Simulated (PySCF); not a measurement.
This PySCF input asks for the NMR shieldings of `InChI=1S/H3P/h1H3`; the geometry comes from GFN2-xTB.

```python
import basis_set_exchange as bse
import numpy as np
from pyscf import gto, dft
from pyscf.prop import nmr

atoms = """
P    -0.001477    0.003466    0.570380
H    -0.558658    1.008622   -0.205648
H     1.158342   -0.016325   -0.189555
H    -0.587973   -0.990990   -0.198030
"""
names = dict.fromkeys(["P", "H"], "def2-SVP")
basis = {el: gto.basis.parse(bse.get_basis(n, elements=[el], fmt="nwchem")) for el, n in names.items()}
mol = gto.M(atom=atoms, basis=basis, charge=0, verbose=0)
mf = dft.RKS(mol, xc="PBE0")
mf.grids.level = 2
mf.grids.alignment = dft.numint.BLKSIZE   # the property module wants whole blocks of grid points
mf.conv_tol = 1e-9
mf.kernel()

calc = nmr.RKS(mf)   # GIAO
C = mf.mo_coeff
Co = C[:, mf.mo_occ > 0]
resp = mf.gen_response(singlet=True, hermi=2)
def vind(x):   # induced exchange potential for any number of trial vectors
    d = np.einsum("pi,xij,qj->xpq", C, 2 * x.reshape(-1, C.shape[1], Co.shape[1]), Co, optimize=True)
    return np.einsum("xpq,pi,qj->xij", resp(d - d.transpose(0, 2, 1)), C, Co, optimize=True).ravel()
mo1, _ = nmr.rhf.solve_mo1(calc, with_cphf=vind)
sigma = calc.kernel(mo1)
for i, s in enumerate(sigma):   # ppm
    w = np.linalg.eigvalsh((s + s.T) / 2)
    print("%2d %-2s iso %8.1f  s11 %8.1f  s22 %8.1f  s33 %8.1f" % (i, mol.atom_pure_symbol(i), w.mean(), *w))
```

**Question.** What does it print?

**Answer.** 
```
 0 P  iso    655.9  s11    610.3  s22    678.7  s33    678.7
 1 H  iso     30.5  s11     26.1  s22     27.1  s33     38.2
 2 H  iso     30.5  s11     26.1  s22     27.1  s33     38.2
 3 H  iso     30.5  s11     26.1  s22     27.1  s33     38.2
```

These numbers come from an equivalent density-fitted implementation of the same equations, which agrees with the script to about 0.01 ppm for H and up to a few tenths of a ppm for heavy atoms, so last digits may differ.

Size and cost of the density-fitted run: 33 basis functions, about 0.4 core-seconds.
